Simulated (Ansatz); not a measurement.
Mg₃H₄, relaxed as a triplet with UKS r2SCAN-D4/def2-TZVP in Ansatz, starting from the r2SCAN-D4/def2-TZVP geometry of the neutral singlet. Force threshold 0.02 eV/Å.

At r2SCAN-D4/def2-TZVP a singlet of charge 0 lies 0.31 eV below the triplet, each at its own geometry. The structure comes from a short search, and lower isomers may exist.

Start:

```xyz
7

Mg   -0.604   -1.303    0.156
Mg    0.232    1.097    2.419
Mg    0.529    0.932   -0.969
H    -1.293   -2.611    1.010
H     1.098   -0.770   -0.424
H     1.241    2.385   -1.514
H    -1.203    0.269   -0.677
```

```
step  energy (eV)  largest force component (eV/Å)  SCF passes
   1  -16393.0233                           0.269          17
   2  -16393.0522                           0.222          19
   3  -16393.1002                           0.292          21
   4  -16393.1370                           0.079          24
   5  -16393.1573                           0.182          19
   6  -16393.1995                           0.136          19
   7  -16393.2416                           0.150          22
   8  -16393.2983                           0.213          25
   9  -16393.4034                           0.401          25
  10  -16393.6245                           0.586          25
  11  -16393.8817                           0.438          29
  12  -16394.0039                           0.281          23
  13  -16394.0869                           0.316          22
  14  -16394.2438                           0.422          21
  15  -16394.4148                           0.442          22
  16  -16394.5841                           0.240          18
  17  -16394.6570                           0.243          20
  18  -16394.6722                           0.196          17
  19  -16394.6899                           0.111          18
  20  -16394.6932                           0.023          18
  21  -16394.6934                           0.003          13
```

Force components are those of the run's own axes.

End:

Cartesian coordinates in Å:
```
Mg -0.771 -1.819 -0.437
Mg 0.270 1.089 2.067
Mg 0.309 0.511 -0.742
H -0.295 -0.388 1.027
H 1.011 -1.155 -1.006
H 0.803 1.867 0.363
H -1.327 -0.105 -1.273
```

Bonds formed: Mg2–H4, Mg2–H6 (atoms count from 1). Metal–metal contacts that move far: Mg2–Mg3 3.41 to 2.87 Å.

No frequencies were taken in this run, so the end may be a saddle point.

It took 45 s on 4 threads of Arm Neoverse V2 on a shared host.
